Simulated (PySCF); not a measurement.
A made-up structure of CH3NSi, singlet:

```json
{"atom": "C1", "x (Å)": "-1.4413", "y (Å)": "-1.0015", "z (Å)": "-0.3488"}
{"atom": "Si2", "x (Å)": "1.0726", "y (Å)": "0.6119", "z (Å)": "0.2631"}
{"atom": "N3", "x (Å)": "-0.4444", "y (Å)": "0.3059", "z (Å)": "-0.4176"}
{"atom": "H4", "x (Å)": "-2.3826", "y (Å)": "-1.4207", "z (Å)": "-0.6658"}
{"atom": "H5", "x (Å)": "1.7589", "y (Å)": "1.8395", "z (Å)": "0.0670"}
{"atom": "H6", "x (Å)": "1.7708", "y (Å)": "-0.3187", "z (Å)": "1.0773"}
```

It is relaxed with PBE-D4/def2-SVP and then PBE0-D4/def2-TZVP (PySCF 2.14 with density fitting (its default auxiliary sets; JK sets also for MP2 and CCSD(T))). Atoms count as bonded within 1.22 times the sum of their covalent radii (H–H: 0.88 Å). The end point is not checked to be a true minimum.

(1) Does its bonding change? (Judge from chemistry; the calculation decides.)

Answers

(1) Computed: No: no bond forms or breaks.

Where it ends: The first stage lowers the energy by 5.21 eV in 40 steps. It ends as CH₃NSi ([CH][N][SiH2]):
```
6
angstrom
C -1.0511 -1.0268 -0.3503
Si 0.8359 0.9665 0.8772
N -0.2592 -0.2757 0.0062
H -1.8059 -1.7211 -0.6475
H 0.8588 1.8207 -0.3740
H 2.0530 0.1291 0.5377
```

Labels in which every atom is bracketed show which atoms are joined, not bond orders.

For scale, one of the runs: PBE0-D4/def2-TZVP relaxation, 117 basis functions, launched by `OMP_NUM_THREADS=2 python run.py`. The run took 67 s on 2 CPU threads of a Oxide Virtual Turin-like (shared host), with 1.1 GiB of host memory at its peak.
